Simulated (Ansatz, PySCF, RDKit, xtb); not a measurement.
**Which structure has the formula C2HS?**

Given the formula C2HS (odd number of electrons) and nothing else, which arrangement of the atoms is the most stable in the gas at 298.15 K, and what are its properties?

The funnel: GFN2-xTB relaxations, single points with a density functional, relaxations at B3LYP-D3(BJ)/def2-SVP, harmonic vibrations, and a last energy at a higher level. All values are calculated.

7 further runs of the same task are left out: 7 set aside as unsound or not needed.

## (1) Candidates

All bonding patterns within simple valence rules are listed by program: one Lewis structure each, at most two rings and one unusual centre or charged pair. O–O, O–halogen and N–halogen bonds and N–N–N chains are not drawn. That gives 5 candidates.

```
label    SMILES     spin
 c516  [C]1=CS1  doublet
 c804    C#C[S]  doublet
 c820   [C]#S#C  doublet
 c824    [C]#CS  doublet
 c870  [C]=C[S]  doublet
```

Candidates are built by distance geometry, with a force field where one applies, in up to four conformers (letters a to d). 16 starts with atoms placed at random are added, to find patterns that the rules miss.

**Question.** With final energies at CCSD(T)/def2-TZVPP, which structure will this search put lowest in free energy, and by what margin?

| quantity | value |
| --- | --- |
| lowest structure found | C#C[S], doublet, C∞v |
| next finalist | [C]1=CS1, doublet, 26.4 kcal/mol higher in G |
| share at equilibrium, among the finalists | 100.0 % |
| harmonic wavenumbers, lowest and highest (B3LYP-D3(BJ)/def2-SVP) | 360 and 3456 cm⁻¹ |
| rotational constants, same geometry | 0.1939 cm⁻¹ |
| dipole moment (PBE0/def2-TZVPD) | 1.37 D |
| HOMO energy (highest over α and β) (PBE0/def2-TZVPD) | -6.78 eV |
| LUMO energy (lowest over α and β) (PBE0/def2-TZVPD) | -4.45 eV |
| lowest excitation (TD-B3LYP/def2-SVPD) | 0.11 eV (f = 0.000) |
| strongest of the states computed, same level | 3.66 eV (f = 0.033) |
| vertical ionisation energy (to the singlet cation) | 10.29 eV |
| vertical electron affinity | 2.39 eV |
| vertical quartet less doublet | +4.45 eV |

The search ends on `C#C[S]`. Among the finalists first place is clear (26.4 kcal/mol); structures outside the list aren't covered. GFN2-xTB, HF/STO-3G, r2SCAN-D4/def2-SVP, B3LYP-D3(BJ)/def2-SVP, HF/def2-TZVPP and MP2/def2-TZVPP already put its bonding pattern lowest among the structures in one piece. The lowest root, under 0.4 eV, can be the other component of a degenerate ground state rather than an excitation. The stability test raises a flag; for an open shell a flag towards a general spinor solution can be the free rotation of the spin. The search is not exhaustive (a finite list of starts, one conformer a finalist), so a lower isomer can't be ruled out.
